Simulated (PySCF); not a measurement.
Compound: chlorine monofluoride, ClF.
Atom-mapped SMILES: `[F:1][Cl:2]`

Cartesian coordinates in Å at the GFN2-xTB level; atoms count from 1:
```
atom  x, y, z in Å
F1     0.8422   -0.0030   -0.0027
Cl2   -0.8394    0.0043   -0.0114
```

The calculation used TDDFT CAM-B3LYP/def2-SVPD, vertical, gas phase, core orbitals frozen in the response (PySCF).

Ground-to-excited transition dipoles (e·a0, same axes as the geometry; the sign carries no meaning), for the states with f of 0.002 or more among the lowest 8:

```tsv
state	E (hartree)	μx	μy	μz
S3	0.2754	-0.001	-0.117	0.027
S4	0.2754	-0.001	0.027	0.117
S5	0.3444	0.001	0.540	0.206
S6	0.3444	0.004	0.206	-0.540
S7	0.3917	0.000	-0.185	-0.120
S8	0.3917	-0.002	-0.120	0.185
```

What oscillator strength does each state have?

f = (2/3) ΔE |μ|² with ΔE in hartree (27.2114 eV).

| state | \|μ\|² (au) | \|μ\| (D) | f |
| --- | --- | --- | --- |
| S3 | 0.015 | 0.31 | 0.003 |
| S4 | 0.015 | 0.31 | 0.003 |
| S5 | 0.335 | 1.47 | 0.077 |
| S6 | 0.335 | 1.47 | 0.077 |
| S7 | 0.049 | 0.56 | 0.013 |
| S8 | 0.049 | 0.56 | 0.013 |

What is the point group, and which symmetry does each of these states have?

C∞v. From a totally symmetric ground state, an allowed state transforms like the component of the dipole operator along its μ. Polarised across the molecular axis, so Π: S3, S4, S5, S6, S7 and S8.

How is the summed strength of these states shared among x, y and z?

(2/3) Σ ΔE μα² gives 0.000 for x, 0.092 for y and 0.092 for z, 0.184 in all.

What peak molar absorption coefficient would the strongest computed level give as a lone Gaussian band 0.3 eV wide at half height?

ε(max) = 2.175×10⁸ f / FWHM, with the width in cm⁻¹. S5/S6 (f summed): 2.175×10⁸ × 0.1536 / 2420 ≈ 14000 L mol⁻¹ cm⁻¹.

S3/S4, S5/S6 and S7/S8 coincide within about 0.01 eV; within a degenerate level the directions of the single components are arbitrary.
